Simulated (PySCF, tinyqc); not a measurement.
Ways to converge the cycle: SCF convergence aids in the sto-6g basis, for H2O, spin multiplicity 1. Computed by the program tinyqc with PySCF. RHF with one setting changed at a time; a run stops when the energy changes by less than 1e-09 hartree and the error matrix is below 1e-5. The start is the core Hamiltonian. Damping d keeps d of the old density; a shift (hartree) raises the virtual levels; DIIS n extrapolates F over n matrices.

Geometry (angstrom):
```
atom       x        y       z
O     0.0000   0.0000  0.0000
H     0.0000   0.9920  0.7830
H     0.0000  -0.9920  0.7830
```

lowest restricted solution found by these runs and by PySCF = -75.574730 hartree

Largest element of the error matrix X^T (FDS - SDF) X:
```
iteration    plain  damping 0.3  damping 0.6  shift 0.4   DIIS 3   DIIS 8
1          4.2e-01      4.2e-01      4.2e-01    4.2e-01  4.2e-01  4.2e-01
2          4.4e-01      1.3e-01      2.2e-01    1.5e-01  4.4e-01  4.4e-01
3          2.1e-01      7.5e-02      1.5e-01    1.8e-02  7.5e-02  7.5e-02
4          7.0e-02      4.1e-02      1.0e-01    6.3e-03  1.6e-02  1.6e-02
5          3.0e-02      2.4e-02      7.0e-02    2.8e-03  6.4e-03  5.1e-03
6          1.1e-02      1.3e-02      4.9e-02    1.3e-03  1.1e-03  9.4e-04
8          2.0e-03      4.5e-03      2.4e-02    3.3e-04  1.3e-06  2.3e-07
10         4.5e-04      1.8e-03      1.3e-02    1.2e-04        -        -
14         3.4e-05      4.2e-04      4.7e-03    3.0e-05        -        -
20               -      4.4e-05      1.0e-03          -        -        -
30               -            -      1.5e-04          -        -        -
```

How each run ends:
```
run          iterations  E (hartree)         state
plain                17    -75.57473  lowest found
damping 0.3          25    -75.57473  lowest found
damping 0.6          44    -75.57473  lowest found
shift 0.4            18    -75.57473  lowest found
DIIS 3                8    -75.57473  lowest found
DIIS 8                9    -75.57473  lowest found
```

What does the comparison show, and why?

6 of 6 runs reach the lowest restricted solution found, in 8 to 44 iterations (fastest: DIIS 3). Plain steps already contract here, so damping only slows them. DIIS 3 and DIIS 8 gain by cancelling the error over several earlier matrices, much as a quasi-Newton step does. The restricted reference is unstable here: a spin-polarised solution lies 0.0000 hartree lower (PySCF), so results built on it describe a poor reference.
